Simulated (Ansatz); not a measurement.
**CH4Si (singlet): wave-function methods side by side at distance Si1–C2 = 4.999 Å, cc-pVTZ**

The task here is to estimate one member of a computed series from the others.

Computed with Ansatz 0.2.0, Gaussian basis. Level: cc-pVTZ, core rule «outside noble gas», up to 6 orbitals frozen.

The runs, in order: UHF; CCSD(T) on RHF; CCSD(T) on UHF; BCCD(T) on RHF; CCSDT(Q) on RHF.

## What is computed

The geometry derives from a PBE0/def2-TZVP stationary point (not a proven minimum). One bond is set to the value named and the two fragments are kept rigid.

6 atoms, charge 0, spin multiplicity 1.

Atoms are counted from 1 here; the program's logs count them from 0.

Bond lengths: Si1–H3 1.493 Å, Si1–H4 1.491 Å, Si1–H5 1.491 Å, C2–H6 1.105 Å. Angles: H3–Si1–H4 109.1°, H3–Si1–H5 109.1°, H4–Si1–H5 109.2°.

The first run:

File in.yaml:

```yaml
crystal:
  periodic: [false, false, false]
  atoms:
    - {symbol: Si, position_ang: [0.000000, 0.110769, 1.447278]}
    - {symbol: C, position_ang: [0.000000, -0.322787, -3.532885]}
    - {symbol: H, position_ang: [0.000000, 1.428546, 2.148107]}
    - {symbol: H, position_ang: [1.215343, -0.654959, 1.847918]}
    - {symbol: H, position_ang: [-1.215343, -0.654959, 1.847918]}
    - {symbol: H, position_ang: [0.000000, 0.641229, -4.073114]}
basis:
  gaussian: {orbitals: cc-pVTZ}
magnetization: {spin_polarized: true, initial_magnetization: 0}
hamiltonian: {xc: hf}
output: {orbitals: {seedname: orbitals}}
```

Started as:

```bash
$ ansatz run in.yaml --threads 1 --pin off --events-out ev --progress --plain --max-ram 4096MiB --backend cpu
```

Steps of the session up to this table: UHF; CCSD(T) on RHF; CCSD(T) on UHF; BCCD(T) on RHF; CCSDT(Q) on RHF.

One of the session's tables, all rows but one given; the rest of the session is left out.

```
   method  from RCCSDT(Q) (meV)
      RHF                     ?
      UHF               +7469.6
     RMP2               +2548.1
     UMP2               +1645.1
    RCCSD               +1109.3
    UCCSD                +266.4
 RCCSD(T)                -199.9
 UCCSD(T)                 +81.2
  BCCD(T)                -178.4
   RCCSDT                 +95.4
RCCSDT(Q)                     0
```

**Question.** Estimate the row for RHF.

As computed: from RCCSDT(Q) (meV): +11857.2. In the column «from RCCSDT(Q) (meV)» it is the highest.

The program flags RCCSD(T), BCCD(T), RCCSDT(Q) as in doubt (see the logs), so the zero of the table is itself unsure.

Limits of these values: The determinant of HF (⟨S²⟩ 1.36) is far from a pure spin state, so its energy mixes those of several spin states; that is harmless only where they are near-degenerate. The report flags that the cluster equations may have other roots. The determinant of CCSD(T) (⟨S²⟩ 1.01) is far from a pure spin state, so its energy mixes those of several spin states; high orders of coupled cluster remove much of that, low ones don't. The program flags RCCSD(T), BCCD(T), RCCSDT(Q) as in doubt, so the zero of the table is itself unsure. Warnings: restricted reference is unstable; spin contamination; coupled cluster took another determinant than the lowest; large T1 diagnostic. Restricted and unrestricted rows rest on different reference determinants; a gap between their highest levels can come from leftover correlation error, from unlike frozen cores or from another state.
